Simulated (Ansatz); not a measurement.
Zinc-blende GaP, treated with HSE06 (Ansatz, a program for electronic structure, PAW).

The same calculation (at the measured cell, 20.240 Å³/atom) with different numerical settings:

```tsv
run	k mesh	gap on the mesh (eV)	total energy (eV/atom)
1	4×4×4	2.304	-2270.2454
2	6×6×6	2.289	-2270.3016
3	8×8×8	2.287	-2270.3070
4	10×10×10	2.278	-2270.3077
5	12×12×12	2.261	-2270.3078
```

In the column total energy (eV/atom) the first row differs from the last by +0.0624 and the next to last by +0.0001.

The last row is no converged limit: other settings stay fixed.

Spin–orbit coupling is not included.
